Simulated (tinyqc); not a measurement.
UHF in the sto-3g basis, for BH2, spin multiplicity 2, step by step. One step of it, computed by the program tinyqc.

Task: Iteration 2: diagonalisation and new density. A level shift of 0.5 hartree raises the virtual space: F + shift (S - S D(s) S), with D(s) the density of one spin. Diagonalise F' = X^T F X, C = X C', fill 4 alpha and 3 beta electrons from the bottom; D(s) = C_occ C_occ^T. Each column has its largest component positive (the first on a tie).

extrapolated F(alpha) (hartree):
```
            1B 1s      1B 2s    1B 2px     1B 2py     1B 2pz      2H 1s      3H 1s
1B 1s   -7.610715  -2.201072  0.000000   0.000000  -0.004136  -0.208509  -0.208509
1B 2s   -2.201072  -1.143028  0.000000   0.000000   0.031402  -0.322251  -0.322251
1B 2px   0.000000   0.000000  0.157223   0.000000   0.000000   0.000000   0.000000
1B 2py   0.000000   0.000000  0.000000   0.002164   0.000000  -0.244483   0.244483
1B 2pz  -0.004136   0.031402  0.000000   0.000000   0.064551  -0.117632  -0.117632
2H 1s   -0.208509  -0.322251  0.000000  -0.244483  -0.117632  -0.278559  -0.035252
3H 1s   -0.208509  -0.322251  0.000000   0.244483  -0.117632  -0.035252  -0.278559
```

extrapolated F(beta) (hartree):
```
            1B 1s      1B 2s    1B 2px     1B 2py     1B 2pz      2H 1s      3H 1s
1B 1s   -7.321439  -2.150777  0.000000   0.000000  -0.004349  -0.201353  -0.201353
1B 2s   -2.150777  -1.002969  0.000000   0.000000  -0.052709  -0.315997  -0.315997
1B 2px   0.000000   0.000000  0.204338   0.000000   0.000000   0.000000   0.000000
1B 2py   0.000000   0.000000  0.000000   0.043382   0.000000  -0.219496   0.219496
1B 2pz  -0.004349  -0.052709  0.000000   0.000000   0.203411  -0.066347  -0.066347
2H 1s   -0.201353  -0.315997  0.000000  -0.219496  -0.066347  -0.095605  -0.008631
3H 1s   -0.201353  -0.315997  0.000000   0.219496  -0.066347  -0.008631  -0.095605
```

X:
```
                1          2          3         4          5          6         7
1B 1s   -0.479389   0.000000   0.683947  0.000000  -0.538215   0.000000  0.312764
1B 2s    0.949482   0.000000  -0.220551  0.000000  -0.205402   0.000000  0.536470
1B 2px   0.000000   0.000000   0.000000  1.000000   0.000000   0.000000  0.000000
1B 2py   0.000000   0.929466   0.000000  0.000000   0.000000   0.600184  0.000000
1B 2pz   0.299668   0.000000   0.659079  0.000000   0.695848   0.000000  0.165348
2H 1s   -0.582792  -0.670526  -0.291511  0.000000   0.232941   0.415980  0.350882
3H 1s   -0.582792   0.670526  -0.291511  0.000000   0.232941  -0.415980  0.350882
```

D(alpha) after iteration 1:
```
            1B 1s      1B 2s    1B 2px     1B 2py     1B 2pz      2H 1s      3H 1s
1B 1s    1.078812  -0.299504  0.000000   0.000000   0.058908   0.031842   0.031842
1B 2s   -0.299504   1.153823  0.000000   0.000000  -0.249513  -0.202787  -0.202787
1B 2px   0.000000   0.000000  0.000000   0.000000   0.000000   0.000000   0.000000
1B 2py   0.000000   0.000000  0.000000   0.108599   0.000000   0.191220  -0.191220
1B 2pz   0.058908  -0.249513  0.000000   0.000000   0.150234   0.239561   0.239561
2H 1s    0.031842  -0.202787  0.000000   0.191220   0.239561   0.770243   0.096851
3H 1s    0.031842  -0.202787  0.000000  -0.191220   0.239561   0.096851   0.770243
```

D(beta) after iteration 1:
```
            1B 1s      1B 2s    1B 2px     1B 2py     1B 2pz      2H 1s      3H 1s
1B 1s    1.047029  -0.173199  0.000000   0.000000  -0.004830  -0.075523  -0.075523
1B 2s   -0.173199   0.652804  0.000000   0.000000   0.019592   0.221417   0.221417
1B 2px   0.000000   0.000000  0.000000   0.000000   0.000000   0.000000   0.000000
1B 2py   0.000000   0.000000  0.000000   0.119503   0.000000   0.197733  -0.197733
1B 2pz  -0.004830   0.019592  0.000000   0.000000   0.000588   0.006639   0.006639
2H 1s   -0.075523   0.221417  0.000000   0.197733   0.006639   0.402556  -0.251794
3H 1s   -0.075523   0.221417  0.000000  -0.197733   0.006639  -0.251794   0.402556
```

overlap S:
```
           1B 1s     1B 2s    1B 2px     1B 2py    1B 2pz     2H 1s      3H 1s
1B 1s   1.000000  0.269328  0.000000   0.000000  0.000000  0.024525   0.024525
1B 2s   0.269328  1.000000  0.000000   0.000000  0.000000  0.275187   0.275187
1B 2px  0.000000  0.000000  1.000000   0.000000  0.000000  0.000000   0.000000
1B 2py  0.000000  0.000000  0.000000   1.000000  0.000000  0.299984  -0.299984
1B 2pz  0.000000  0.000000  0.000000   0.000000  1.000000  0.121813   0.121813
2H 1s   0.024525  0.275187  0.000000   0.299984  0.121813  1.000000   0.016993
3H 1s   0.024525  0.275187  0.000000  -0.299984  0.121813  0.016993   1.000000
```

Give: F' = X^T F X; orbital energies; coefficients C; F' = X^T F X; orbital energies; coefficients C; D(alpha) after iteration 2; D(beta) after iteration 2.

Result:

F' = X^T F X (alpha) (hartree):
```
        1      2       3      4       5       6       7
1  -0.223  0.000   1.505  0.000  -0.798   0.000   0.759
2   0.000  0.857   0.000  0.000   0.000   0.274   0.000
3   1.505  0.000  -2.606  0.000   2.887   0.000  -2.007
4   0.000  0.000   0.000  0.657   0.000   0.000   0.000
5  -0.798  0.000   2.887  0.000  -2.548   0.000   2.110
6   0.000  0.274   0.000  0.000   0.000  -0.292   0.000
7   0.759  0.000  -2.007  0.000   2.110   0.000  -2.243
```

orbital energies (alpha) (hartree): MO1 -7.614, MO2 -0.611, MO3 -0.354, MO4 -0.149, MO5 0.657, MO6 0.754, MO7 0.919

coefficients C (alpha):
```
           MO1     MO2     MO3     MO4    MO5     MO6     MO7
1B 1s    0.993  -0.256   0.000  -0.153  0.000  -0.097   0.000
1B 2s    0.025   0.833   0.000   0.638  0.000   0.422   0.000
1B 2px   0.000   0.000   0.000   0.000  1.000   0.000   0.000
1B 2py   0.000   0.000   0.380   0.000  0.000   0.000   1.039
1B 2pz   0.001   0.000   0.000  -0.465  0.000   0.905   0.000
2H 1s   -0.003   0.252   0.554  -0.574  0.000  -0.457  -0.562
3H 1s   -0.003   0.252  -0.554  -0.574  0.000  -0.457   0.562
```

F' = X^T F X (beta) (hartree):
```
        1      2       3      4       5       6       7
1   0.238  0.000   1.359  0.000  -1.103   0.000   0.594
2   0.000  0.974   0.000  0.000   0.000   0.202   0.000
3   1.359  0.000  -2.392  0.000   2.897   0.000  -1.962
4   0.000  0.000   0.000  0.704   0.000   0.000   0.000
5  -1.103  0.000   2.897  0.000  -2.094   0.000   2.157
6   0.000  0.202   0.000  0.000   0.000  -0.202   0.000
7   0.594  0.000  -1.962  0.000   2.157   0.000  -2.067
```

orbital energies (beta) (hartree): MO1 -7.327, MO2 -0.488, MO3 -0.235, MO4 0.650, MO5 0.704, MO6 0.851, MO7 1.008

coefficients C (beta):
```
           MO1     MO2     MO3     MO4    MO5     MO6     MO7
1B 1s    0.992  -0.256   0.000   0.130  0.000  -0.138   0.000
1B 2s    0.030   0.817   0.000  -0.519  0.000   0.585   0.000
1B 2px   0.000   0.000   0.000   0.000  1.000   0.000   0.000
1B 2py   0.000   0.000   0.439   0.000  0.000   0.000   1.016
1B 2pz   0.002   0.050   0.000   0.721  0.000   0.716   0.000
2H 1s   -0.004   0.263   0.521   0.391  0.000  -0.617  -0.593
3H 1s   -0.004   0.263  -0.521   0.391  0.000  -0.617   0.593
```

D(alpha) after iteration 2:
```
         1B 1s   1B 2s  1B 2px  1B 2py  1B 2pz   2H 1s   3H 1s
1B 1s    1.076  -0.287   0.000   0.000   0.072   0.020   0.020
1B 2s   -0.287   1.102   0.000   0.000  -0.297  -0.156  -0.156
1B 2px   0.000   0.000   0.000   0.000   0.000   0.000   0.000
1B 2py   0.000   0.000   0.000   0.145   0.000   0.211  -0.211
1B 2pz   0.072  -0.297   0.000   0.000   0.217   0.267   0.267
2H 1s    0.020  -0.156   0.000   0.211   0.267   0.699   0.087
3H 1s    0.020  -0.156   0.000  -0.211   0.267   0.087   0.699
```

D(beta) after iteration 2:
```
         1B 1s   1B 2s  1B 2px  1B 2py  1B 2pz   2H 1s   3H 1s
1B 1s    1.049  -0.179   0.000   0.000  -0.011  -0.072  -0.072
1B 2s   -0.179   0.669   0.000   0.000   0.041   0.215   0.215
1B 2px   0.000   0.000   0.000   0.000   0.000   0.000   0.000
1B 2py   0.000   0.000   0.000   0.193   0.000   0.229  -0.229
1B 2pz  -0.011   0.041   0.000   0.000   0.002   0.013   0.013
2H 1s   -0.072   0.215   0.000   0.229   0.013   0.340  -0.202
3H 1s   -0.072   0.215   0.000  -0.229   0.013  -0.202   0.340
```
